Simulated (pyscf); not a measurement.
Elimination: H₂N–Ga(NH₂)–NH₂ (SMILES [NH2][Ga]([NH2])[NH2]) → HN=Ga–NH₂ (SMILES [NH]=[Ga][NH2]) + NH₃ (SMILES N)

Gas phase, singlet surface, charge 0. Bonds broken: N1–H7, Ga2–N3. Bonds formed: N3–H7. Single points on ωB97X-D3(BJ)/def2-SVP structures (PySCF, gas phase).

Transition state (Å):

```xyz
10

N      1.2142    -1.4790     0.1017
Ga     0.4802     0.1028    -0.1140
N     -0.3129    -0.4417     1.6727
N      0.1179     1.7385    -0.8090
H     -0.0172     0.0127     2.5359
H      1.8584    -2.0084    -0.4756
H      0.4273    -1.3422     1.2708
H     -1.2962    -0.6939     1.7639
H     -0.7328     2.2193    -0.5377
H      0.3481     1.9412    -1.7757
```

One imaginary mode, 1278i cm⁻¹; descent along it reached the two sides named, in the forms told below.

```
bond    change  reactant side (Å)  saddle  product side
------  ------  -----------------  ------  ------------
N1–H7   breaks              1.012   1.416         2.277
Ga2–N3  breaks              1.822   2.029         2.134
N3–H7    forms                3.4   1.233         1.029
```

Electronic energies relative to the reactant's lowest minimum found (kJ/mol):

```tsv
level	barrier	reaction energy	reverse barrier
ωB97X-D3(BJ)/def2-TZVP	229.9	+290.7	-60.8
PBE/def2-TZVP	183.9	+235.8	-51.9
r²SCAN/def2-TZVP	203.7	+264.8	-61.1
B3LYP-D3(BJ)/def2-TZVP	213.2	+259.8	-46.7
PBE0-D3(BJ)/def2-TZVP	209.9	+275.1	-65.2
M06-2X/def2-TZVP	228.0	+303.6	-75.6
ωB97M-D3(BJ)/def2-TZVP	223.1	+276.8	-53.7
HF/def2-TZVP	290.4	+317.4	-27.0
```

With ωB97M-D3(BJ)/def2-TZVP energies and thermal terms (ideal gas, 1 atm, RRHO with modes under 100 cm⁻¹ raised to 100, one conformer, R ln 2 for chiral ones without a mode under 150 cm⁻¹), in kJ/mol:

```tsv
T (K)	ΔH‡	ΔG‡	ΔH	ΔG
298	213.4	221.8	+270.7	+234.3
600	209.1	232.2	+265.9	+199.1
900	206.5	244.3	+260.7	+166.9
1200	204.7	257.2	+255.6	+136.4
```

On the product side the descent ends in an adduct with a Ga–N contact, 95.4 kJ/mol under the separated species and 34.7 kJ/mol under the saddle at ωB97X-D3(BJ)/def2-TZVP. At ωB97X-D3(BJ)/def2-TZVP, PBE, r²SCAN, B3LYP-D3(BJ), PBE0-D3(BJ), M06-2X, ωB97M-D3(BJ)/def2-TZVP, HF the saddle lies under the separated products, which points to a path from their complex (located at ωB97X-D3(BJ) alone), and parting the products costs more than the saddle. What is counted as broken (Ga–N) persists as a longer contact in the product adduct; parting that adduct is a step of its own. This is the saddle that the search found; another between the same sides may lie lower. Elements up to Kr have no core potential and no relativistic terms here.
